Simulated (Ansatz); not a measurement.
Born–Oppenheimer molecular dynamics of C2H6Al (9 atoms, charge -1, multiplicity 1). It goes on from the last frame of an earlier run, with new velocities.

The calculation used UKS B3LYP/6-31G (Ansatz 0.2.0).

* ensemble: NVT, Langevin thermostat
* time step: 0.5 fs
* steps asked: 150
* set temperature: 3000 K
* friction: 0.005 /fs
* seed: 270778

First frame:

```xyz
9
Properties=species:S:1:pos:R:3
C -1.009 0.961 -1.399
Al 0.159 0.639 0.077
C 0.604 -1.102 0.907
H -1.301 0.173 -2.109
H -1.342 1.937 -1.769
H 0.731 1.895 1.086
H -0.170 -1.825 0.995
H 1.408 -1.553 0.399
H 0.952 -0.936 1.923
```

(1) How far do the bonds stretch over the last three quarters of this one trajectory? (Pairs bonded in most of those frames.)

Answers

(1) 
| bond | mean (Å) | spread (Å) | shortest | longest |
| --- | --- | --- | --- | --- |
| C1–Al2 | 1.883 | 0.061 | 1.79 | 1.97 |
| C1–H4 | 1.117 | 0.062 | 1.02 | 1.22 |
| C1–H5 | 1.127 | 0.094 | 0.93 | 1.32 |
| Al2–C3 | 2.188 | 0.172 | 1.84 | 2.41 |
| Al2–H6 | 1.664 | 0.054 | 1.56 | 1.75 |
| C3–H7 | 1.111 | 0.052 | 1.02 | 1.20 |
| C3–H8 | 1.104 | 0.035 | 1.03 | 1.16 |
| C3–H9 | 1.136 | 0.093 | 0.97 | 1.28 |

Mean temperature of the second half: 1265 K. The mean temperature of the second half is 58 % below the set value. A run of 0.075 ps of so small a system gives no equilibrium averages. Limits of this set-up: no polarisation functions, an anion without diffuse functions, the dipole of an ion depends on the origin.

The run took 5.9 min on 1 CPU thread of a shared host.
